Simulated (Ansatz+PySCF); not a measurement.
Two shapes of triplet BNH₂ in separate pieces.

Shape 1:

```xyz
4

N     0.0000    0.0000   -0.1308
H     0.0000    0.0000    0.9159
B    30.0000    0.0000   -0.7514
H    30.0000    0.0000    3.7571
```

Shape 2:

```xyz
4

N     0.0000    0.0000   -0.2879
H     0.0000    0.0000    2.0151
B    30.0000    0.0000   -0.3131
H    30.0000    0.0000    1.5655
```

Basis set: 6-31G (spherical functions). Correlated methods keep 2 orbitals frozen. Charge 0, multiplicity 3.

Computed with Ansatz (development build ahead of 0.2.0); each method stands on the lowest determinant of its kind that the runs found.

(1) Which shape is lower in energy, and by how much in each method?

Results:

(1)

```tsv
method	E(2) − E(1) (eV)
UHF	0.720
UHF-MP2	1.125
UHF-CCSD	0.629
UHF-CCSD(T)	0.602
```

Shape 1 is lower. Caution: the unrestricted determinant is a mixture of spin states. Caution for UHF-MP2, UHF-CCSD, UHF-CCSD(T): bonds are stretched, where a single reference can fail.
